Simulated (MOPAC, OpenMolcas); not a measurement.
# How methods differ on CH7BSi (SMILES CB[SiH3])

CH7BSi: 10 atoms, total charge 0, spin state singlet. SMILES: `CB[SiH3]`. Geometry: relaxed at PBE0-D4/def2-TZVP.

```xyz
10

C    -1.0879    0.9750   -0.5769
B     0.1120    0.0003   -0.6899
Si    1.0141   -0.8831    0.8848
H    -1.9584    0.3075   -0.7162
H    -1.1579    1.7122   -1.3800
H    -1.2286    1.4541    0.3934
H     0.5168   -0.2882   -1.7837
H     1.1542   -2.3541    0.6855
H     0.3249   -0.6542    2.1867
H     2.3937   -0.3208    0.9993
```

Each level gives the dipole moment (D). The values are calculated.

| level | kind | program | value (D) |
| --- | --- | --- | --- |
| PM3 | semi-empirical | MOPAC | 0.65 |
| HF/6-311+G** | Hartree–Fock | OpenMolcas | 1.14 |
| SVWN5/6-311+G** | LDA | OpenMolcas | 1.22 |
| BLYP/6-311+G** | GGA | OpenMolcas | 1.20 |
| revPBE/6-311+G** | GGA | OpenMolcas | 1.23 |
| r2SCAN/6-311+G** | meta-GGA | OpenMolcas | 1.21 |
| B3LYP/6-311+G** | global hybrid | OpenMolcas | 1.18 |
| PBE0/6-311+G** | global hybrid | OpenMolcas | 1.20 |

The values span 0.65 to 1.23 D. Magnitudes only.
